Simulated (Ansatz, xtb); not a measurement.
C2H2O: 4 structures ranked

4 gas-phase structures of C2H2O, found in a search over its isomers (lower ones may exist). Each was relaxed with GFN2-xTB:

A. `[C]1CO1`, a singlet
B. `C#CO`, a singlet
C. `C=C=O`, a singlet
D. `C1=CO1`, a singlet

Task: Estimate their order in r2SCAN-D4/def2-SVP energy at these geometries, lowest first.

Result: Calculated order at r2SCAN-D4/def2-SVP: C (0.0), B (167.1), A (277.3), D (363.5) kJ/mol.

Energies above the lowest of each column, in kJ/mol; the last columns are at PBE0-D3(BJ)/def2-SVP geometries and were run for some of them only (a dash: not run or not comparable):

```csv
structure,GFN2-xTB,HF/STO-3G,r2SCAN-D4/def2-SVP,PBE0-D3(BJ)/def2-SVP,CCSD(T)/def2-TZVPP
C,0.0,0.0,0.0,0.0,0.0
B,103.7,101.8,167.1,159.5,143.4
A,238.4,143.6,277.3,268.8,254.2
D,266.9,274.0,363.5,–,–
```

Every level run on C puts it lowest or level with the lowest. Frequencies (PBE0-D3(BJ)/def2-SVP) were run for A, B, C alone.

Over these structures GFN2-xTB departs from r2SCAN-D4/def2-SVP by 30.3 kJ/mol on average once a common shift is removed. A GFN2-xTB relaxation took about 0.042 s and the r2SCAN-D4/def2-SVP energy about 0.5 s on a shared host (Ansatz 0.2.0, xtb 6.7.1).
